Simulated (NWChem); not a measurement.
System meant: CH₅N cation, doublet; SMILES of the neutral closed-shell parent CN

The following NWChem deck was run.

```
start job
memory heap 200 mb stack 900 mb global 1100 mb
charge 1
geometry units angstroms noautoz
  C      0.022104     0.701182    -0.000330
  N      0.000444    -0.701264    -0.000058
  H     -0.584848     1.094138    -0.865562
  H      1.046223     1.111861    -0.003216
  H     -0.578552     1.093973     0.869662
  H     -0.891348    -1.227846     0.000138
  H      0.866456    -1.268495     0.000205
end
basis spherical
  * library def2-svp
end
dft
  odft
  mult 3
  xc pbe0
  iterations 150
  mulliken
end
task dft energy
```

End of the output:

```
 Summary of "ao basis" -> "" (spherical)
 ------------------------------------------------------------------------------
       Tag                 Description            Shells   Functions and Types
 ---------------- ------------------------------  ------  ---------------------
 *                          def2-svp                  on all atoms

                                 NWChem DFT Module
                                 -----------------

 Summary of "ao basis" -> "ao basis" (spherical)
 ------------------------------------------------------------------------------
       Tag                 Description            Shells   Functions and Types
 ---------------- ------------------------------  ------  ---------------------
 C                          def2-svp                 6       14   3s2p1d
 N                          def2-svp                 6       14   3s2p1d
 H                          def2-svp                 3        5   2s1p

 Summary of "ao basis" -> "ao basis" (spherical)
 ------------------------------------------------------------------------------
       Tag                 Description            Shells   Functions and Types
 ---------------- ------------------------------  ------  ---------------------
 C                          def2-svp                 6       14   3s2p1d
 N                          def2-svp                 6       14   3s2p1d
 H                          def2-svp                 3        5   2s1p

  number of electrons :                   17
  multiplicity        :                    3
 ------------------------------------------------------------------------
  no. of electrons and multiplicity not compatible                  17
 ------------------------------------------------------------------------
 ------------------------------------------------------------------------
  current input line :
    23: task dft energy
 ------------------------------------------------------------------------
 ------------------------------------------------------------------------
 There is an error in the input file
 ------------------------------------------------------------------------
 For more information see the NWChem manual at https://nwchemgit.github.io

0: no. of electrons and multiplicity not compatible:Received an Error in Communication
```

Q: Can this run be used? If not, why, and what is the fix?

A: The input was rejected before any calculation. Cause: the multiplicity doesn't fit the number of electrons (an even count wants an odd multiplicity, and the reverse). This input runs:
```
start job
memory heap 200 mb stack 900 mb global 1100 mb
charge 1
geometry units angstroms noautoz
  C      0.022104     0.701182    -0.000330
  N      0.000444    -0.701264    -0.000058
  H     -0.584848     1.094138    -0.865562
  H      1.046223     1.111861    -0.003216
  H     -0.578552     1.093973     0.869662
  H     -0.891348    -1.227846     0.000138
  H      0.866456    -1.268495     0.000205
end
basis spherical
  C library def2-svp
  N library def2-svp
  H library def2-svp
end
dft
  odft
  mult 2
  xc pbe0
  iterations 150
  mulliken
end
task dft energy
```
It converges to -95.34731 Ha (PBE0/def2-SVP, spin-unrestricted).
